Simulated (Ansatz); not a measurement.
How far each method lies from full CI for SiAs⁺, singlet

Geometry: a point of a stretch scan, not a stationary point.

```xyz
2

Si    0.0000    0.0000    0.0000
As    0.0000    0.0000    2.0950
```

Basis 6-31G (Cartesian d functions); Ansatz 0.2.0. Correlated methods freeze the noble-gas cores and the filled d shells of p-block atoms, which leaves 8 electrons in 23 orbitals. Prefix R: restricted or restricted open-shell reference; prefix U: unrestricted. Active spaces: pair = (2e, 2o) about the gap; valence = (8e, 8o) chosen from the atoms' valence shells. No spin–orbit coupling is included, and no scalar relativity.

Full CI is exact within this basis and frozen core; it isn't the basis-set limit. The frozen core follows each run's orbitals, which can shift R against U totals by a few meV for light atoms and by up to 0.1 eV past Ca.

Coupled cluster chose its determinant by trial CCSD, here up to 0.90 eV above the lowest Hartree–Fock solution of its kind.

```
UHF ⟨S²⟩                          : 1.537
T1 diagnostic (RCCSD)             : 0.0439
largest doubles amplitude (RCCSD) : 0.163
```

| level | E − E(full CI) (kJ/mol) | share of correlation (%) | wall time |
| --- | --- | --- | --- |
| RCCSD | 29.5 | 93.13 | – |
| RCCSD(T) | 7.0 | 98.36 | 1.7 s |
| BCCD(T) | 7.0 | 98.37 | 1.8 s |
| RCCSDT | 5.6 | 98.71 | – |
| RCCSDT(Q) | -0.2 | 100.04 | 2.5 s |
| RCCSDTQ | 0.8 | 99.81 | 12 s |
| CASSCF (valence space) | 62.3 | 85.52 | – |
| NEVPT2 (valence space) | 15.5 | 96.41 | 5 s |
| NEVPT4(SD) (valence space) | 2.5 | 99.43 | 6 s |
| MRCISD (valence space) | 2.0 | 99.54 | – |
| MRCISD+Q (valence space) | 1.0 | 99.76 | 6 s |

The correlation energy at full CI, counted from the determinant under the R cluster runs, is -4.458 eV. That run took 4.3 min on 1 thread of Intel Xeon Platinum 8488C, shared host over 19,602,925 determinants.

Run but not shown, since their state or frozen core can't be matched to the reference's or they repeat it: RHF, UHF, RMP2, UMP2, CISD, UCCSD, UCCSD(T), UCCSDT, UCCSDT(Q), CASSCF (pair space), NEVPT2 (pair space), MRCISD (pair space), MRCISD+Q (pair space).

Times hold each run's SCF and search for its determinant on a shared host, so for small cases they say little of a method's own cost; they ran on 1 thread of Intel Xeon Platinum 8488C.

Unrestricted levels hold only the spin's projection, and here they fall towards a lower state of higher spin.

The full-CI state has the irrep A1 of C2v, in the program's axes (one component, if the state is degenerate).

Natural occupations of full CI about the gap: 1.981 1.838 1.794 1.794 0.262 0.146 0.146 0.015 0.006 0.004; effectively unpaired electrons, Σ n²(2−n)², 0.72.
